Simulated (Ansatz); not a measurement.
BClF, SMILES `F[B]Cl` radical, relaxed with UKS PBE0-D4/def2-TZVP in Ansatz 0.2.0 from a PBE-D4/def2-SVP geometry. The force threshold is 0.005 eV/Å; the program also tests the step.

The species carries charge 0 and has multiplicity 2.

Start:

```xyz
3

F     0.317   -1.229   -0.210
B     0.505    0.056   -0.021
Cl   -0.822    1.173    0.232
```

| step | energy (eV) | largest force (eV/Å) | largest move (Å) |
| --- | --- | --- | --- |
| 1 | -15910.4471 | 0.456 | 0.000 |
| 2 | -15910.4527 | 0.204 | 0.007 |
| 3 | -15910.4542 | 0.030 | 0.005 |
| 4 | -15910.4542 | 0.007 | 0.001 |
| 5 | -15910.4542 | 0.001 | 0.000 |

End:

```xyz
3

F     0.316   -1.219   -0.209
B     0.498    0.055   -0.021
Cl   -0.814    1.164    0.230
```

It took 4 s on 4 threads of an Arm Neoverse V2 on a shared host, with 0.17 GiB of host memory at the peak.
